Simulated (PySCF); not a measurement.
## Computed data sheet: `CC[NH3+]`

C₂H₈N (charge +1).
Cartesian coordinates in Å at the PBE0-D3(BJ)/def2-SVP level; atoms count from 1:
```xyz
11
C2H8N angstrom
C      0.966    0.473   -0.146
C     -0.028   -0.631    0.117
N     -1.412   -0.078    0.333
H      1.958    0.026   -0.299
H      0.722    1.043   -1.055
H      1.050    1.167    0.704
H      0.216   -1.208    1.020
H     -0.107   -1.333   -0.725
H     -2.104   -0.817    0.511
H     -1.438    0.567    1.135
H     -1.736    0.455   -0.486
```

From PBE0-D3(BJ)/def2-SVP geometry optimisation, gas phase (PySCF):

| Item | Value |
| --- | --- |
| Point group | Cs |
| Rotational constants A, B, C | 29.705, 8.359, 7.400 GHz |

**CAM-B3LYP/def2-SVPD ground state, ΔSCF and vertical TDDFT (core frozen in the response) (PySCF)**

| Quantity | Value |
| --- | --- |
| HOMO energy | -16.69 eV |
| LUMO energy | -4.30 eV |
| HOMO–LUMO gap | 12.39 eV |
| Lowest singlet excitation | 9.26 eV (134 nm, f = 0.001) |
| Strongest line among the 10 lowest singlet transitions | S9 at 11.63 eV (107 nm, f = 0.069) |
| Lowest triplet excitation (Tamm–Dancoff) | 9.09 eV |
| Static isotropic polarisability | 31.9 au |
| Vertical ionisation energy | 18.01 eV |
| Vertical electron affinity | 3.49 eV |
| Electronic spatial extent ⟨r²⟩ about the centre of nuclear charge | 208 bohr² |

PBE0/pcSseg-1 ground state and GIAO shieldings, non-relativistic (PySCF):

| Quantity | Value |
| --- | --- |
| Lowest Hirshfeld atomic charge | -0.09 e on C1 |
| Highest Hirshfeld atomic charge | +0.22 e on H9 |
| 13C chemical shifts (computed TMS as zero) by class | 44.7 (C2), 13.8 (C1) ppm |
| 1H chemical shifts (computed TMS as zero) by class | 4.42 (H9/H10/H11), 3.58 (H7/H8), 1.90 (H4/H5/H6) ppm |
| Isotropic shieldings of nuclei other than C and H, by class | 205 (N3) ppm |
| Mayer bond orders between heavy atoms | C1–C2 1.06, C2–N3 0.86 |

B3LYP/pcJ-1 indirect spin-spin coupling, non-relativistic, gas phase; spin–dipole term left out for some pairs (PySCF):

| Property | Result |
| --- | --- |
| Largest of the computed one-bond spin–spin couplings (means over like bonds) | 13C–1H +155.2 (C2–H7 and 1 like it), 13C–1H +139.0 (C1–H4 and 2 like it), 15N–1H -78.2 (N3–H9 and 2 like it), 13C–13C +36.7 (C1–C2), 15N–13C -2.3 (N3–C2) Hz |

From delta-SCF UKS SCAN, pcX-2 on the ionised atom, pcseg-1 elsewhere, spin-free X2C (PySCF):

| Property | Result |
| --- | --- |
| Core binding energies | C1s 296.1 (C1), C1s 298.2 (C2), N1s 415.1 (N3) eV |

Monoisotopic mass of the ion (most abundant isotopes, electron mass counted): 46.0651 u.

The ΔSCF ionisation energy exceeds −ε(HOMO) by 1.32 eV with CAM-B3LYP. The vertical singlet–triplet gap S1 − T1 is 0.17 eV (TDDFT singlet less Tamm–Dancoff triplet; S1: HOMO→LUMO, weight 0.95; T1: HOMO→LUMO, weight 0.90). The principal polarisabilities are 29.4, 30.9 and 35.3 au; their mean is the isotropic value. The largest Löwdin shares of the LUMO are 0.21 on N3, 0.17 on H9, 0.16 on H10 and 0.16 on H11. With B = h/(8π²I), that is 505.379 GHz u Å² over I, the principal moments of inertia are 17.0, 60.5 and 68.3 u Å² (most abundant isotopes).

Geometry: PBE0-D3(BJ)/def2-SVP; no solvent or vibrations. NMR classes are plain means over equivalent atoms (diastereotopic ones count apart unless rotation or inversion swaps them), as if these changed places fast; in this geometry the members of some classes differ.
